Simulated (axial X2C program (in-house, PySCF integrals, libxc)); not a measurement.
**HF: properties at the nuclei**

Calculated with an in-house all-electron X2C program for linear molecules (integrals from PySCF): two-component X2C with atomic mean-field Coulomb and Gaunt terms, Gaussian nuclei, basis F dyall-av3z, H dyall-v3z with contracted cores.

R = 0.919 Å (near the PBE0 minimum at charge 0 of the determinant lowest at the starting distance; the state shown can have its own minimum elsewhere).

Determinant lowest in the PBE0 search, Ω = 0 (closed shell), highest spinor 91% F p, 6% H p, 3% H d:

| level | qzz F (a.u.) | qzz H (a.u.) | μ (D) |
| --- | --- | --- | --- |
| PBE0 | 2.79 | 0.55 | 1.81 |
| HF | 2.89 | 0.54 | 1.93 |
| B3LYP | 2.82 | 0.55 | 1.81 |
| PBE50 | 2.82 | 0.54 | 1.86 |
| r2SCAN | 2.85 | 0.55 | 1.80 |

qzz is the electric field gradient, eQq0 = 234.96 MHz × Q/barn × qzz; μ is positive if the H end (last atom) is positive. The operators were transformed with the bare-nucleus X2C matrices; with these basis sets, hyperfine constants and field gradients can be off by tens of per cent, and where levels differ in sign neither size nor sign is settled.

Each state is one determinant with collinear spin. The search compared states at one distance, so a state with another bond length can lie lower.
